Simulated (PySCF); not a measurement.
PySCF input (M06-2X/6-311+G**):

```python
from pyscf import gto, dft

mol = gto.M(
    atom='''
    C     1.54226198    0.72996162    0.05913173
    C     0.03147153    0.87647747    0.07696837
    S    -0.75215962   -0.79176236   -0.15332890
    H    -2.03095721   -0.51767938    0.19283843
    H    -0.35906008    1.29008580    1.00363141
    H    -0.34842124    1.44480575   -0.77233556
    H     1.97076533    1.73043328    0.13310748
    H     1.90704565    0.14971257    0.90670344
    H     1.90018607    0.28177778   -0.86753168
    H    -0.44740576   -1.34957244    1.04024839
    ''',
    basis='6-311+g**',
    charge=1,
    spin=0,
    verbose=4,
)

mf = dft.RKS(mol, xc='m062x')
mf.grids.level = 4
mf.conv_tol = 1e-9
mf.max_cycle = 100
mf.max_memory = 1500
mf.kernel()
if not mf.converged:
    mf = mf.newton()
    mf.kernel(mf.make_rdm1())
mf.dip_moment()
```

Q: What final total energy does it give?

A: -478.28435 Eh.
